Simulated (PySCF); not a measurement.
**Vertical excitation energies**

Species: C2H2O.
InChI=1S/C2H2O/c1-2-3/h1H2

Method: TDDFT CAM-B3LYP/def2-SVPD, vertical, gas phase, core orbitals frozen in the response (PySCF). Isolated species at its GFN2-xTB geometry, gas phase.

Q: List the vertical singlet excitations with oscillator strengths and describe the spectrum.

A: 

```tsv
state	E (eV)	E (hartree)	f	symmetry	main configurations (H = HOMO, L = LUMO)
S1	3.92	0.1442	0.0000	–	H→L (99%)
S2	6.44	0.2366	0.029	B1 or B2	H→L+1 (98%)
S3	7.77	0.2854	0.127	A1	H→L+3 (77%), H-1→L (21%)
S4	7.85	0.2885	0.010	B1 or B2	H→L+2 (96%)
S5	8.57	0.3149	0.0000	–	H→L+4 (93%)
S6	9.05	0.3325	0.059	A1	H→L+5 (83%), H-1→L (11%)
S7	9.36	0.3441	0.0000	–	H-2→L (95%)
S8	9.41	0.3457	0.0000	–	H→L+6 (73%), H→L+7 (23%)
```

Triplets (Tamm–Dancoff): T1 3.57 eV, H→L (99%); T2 5.54 eV, H→L+3 (90%); T3 6.19 eV, H→L+1 (96%).

The lowest singlet lies at 3.92 eV (316 nm, ultraviolet) and is dark (f under 0.0005); its leading configuration is HOMO→LUMO (99%). The most intense listed level is S3 at 7.77 eV (160 nm, f = 0.127), 3.84 eV above S1. Löwdin shares by element: HOMO carbon 67%, oxygen 24%, hydrogen 4% or more; LUMO carbon 55%, oxygen 31%, hydrogen 7% or more. The listed states span 5.48 eV, and the widest gap between neighbours is 2.51 eV (S1 to S2). Weighted by f, the mean energy of these states is 7.93 eV. Of the 8 states listed, 4 reach f = 0.01 and 4 stay under 0.0005. No computed singlet lies in the visible range (380 to 750 nm); the lowest, at 316 nm, stands 0.66 eV above its violet end (3.26 eV). Symmetry labels in C2v follow from the direction of the transition dipole and are given only for states with f of 0.002 or more; B1 and B2 swap with the choice of axes. Only the lowest 8 singlets were computed, as vertical energies without vibronic structure.
